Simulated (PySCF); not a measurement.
# Working out the electron affinity of B

B⁻ [He] 2s2 2p2 (3P) → B [He] 2s2 2p1 (2P). Calculation: PySCF 2.14, in aug-cc-pCVTZ-DK with one added diffuse shell each of s, p, d, f type (8s7p5d3f, 75 functions); the spin-free X2C one-electron Hamiltonian (Gaussian nucleus). Frozen: nothing. Energies in hartree (1 hartree = 27.21139 eV):

| part | B⁻ (lower) | B (upper) |
| --- | --- | --- |
| UHF | -24.527725 | -24.538931 |
| MP2 opposite-spin | -0.091435 | -0.083272 |
| MP2 same-spin | -0.016176 | -0.005408 |

What does Hartree-Fock give?

(-24.538931) − (-24.527725) = -0.011206 hartree = -0.305 eV.

What do MP2 and SCS-MP2 (6/5 opposite-spin, 1/3 same-spin) give?

The opposite-spin parts differ by 0.222 eV and the same-spin parts by 0.293 eV. MP2: -0.305 + (0.222) + (0.293) = 0.210 eV. SCS-MP2: -0.305 + 1.2 × (0.222) + (0.293)/3 = 0.059 eV.

A first-order spin-orbit estimate adds -0.001 eV to MP2 (valence and next inner shell), giving 0.209 eV against 0.280 eV (measured; photodetachment measurements, as compiled on the Wikipedia data page of electron affinities).

What remains against the reference includes basis incompleteness and correlation beyond second order.
